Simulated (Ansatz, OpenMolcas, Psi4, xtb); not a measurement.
# Ligand exchange: F2 + CH4 → HF + CH3F

Species: F2 (fluorine), singlet; CH4 (methane) `C`, singlet; HF (hydrogen fluoride), singlet; CH3F (fluoromethane) `CF`, singlet. The partners trade F for H: F–F and C–H bonds give way to F–H and C–F.

Shapes, held fixed at every level: PBE0-D4/def2-TZVP. Programs: OpenMolcas 26.06, Psi4 1.11, xtb 6.7.1. Electronic energies: no zero-point or thermal term.

| level | kind | ΔE (kJ/mol) | less CCSD(T)/CBS estimate |
| --- | --- | --- | --- |
| GFN2-xTB | semi-empirical | -319.3 | +127.4 |
| PBE-D4/def2-TZVPP (density fitting) | GGA | -406.2 | +40.5 |
| B3LYP/6-31G* (Cartesian functions) | global hybrid | -361.6 | +85.1 |
| B3LYP-D4/def2-TZVPP (density fitting) | global hybrid | -426.9 | +19.8 |
| PBE0-D4/def2-TZVP (density fitting) | global hybrid | -428.2 | +18.5 |
| wB97M-V/def2-TZVPP (density fitting) | range-separated hybrid | -432.2 | +14.5 |
| MP2/def2-QZVPP (density fitting, density fitting for correlation) | perturbation theory | -469.3 | -22.6 |
| CCSD(T)/CBS estimate | coupled cluster or CI | -446.7 | 0.0 |

The highest level, CCSD(T)/CBS estimate, gives ΔE = -446.7 kJ/mol; the levels span -469.3 to -319.3. GFN2-xTB strays far from the other rows. The column of differences is taken from that level and isn't an error. No measured value is set beside it here. The CBS estimate extrapolates MP2 from def2-TZVPP and def2-QZVPP and adds CCSD(T) − MP2 in the triple-zeta set, cores frozen.
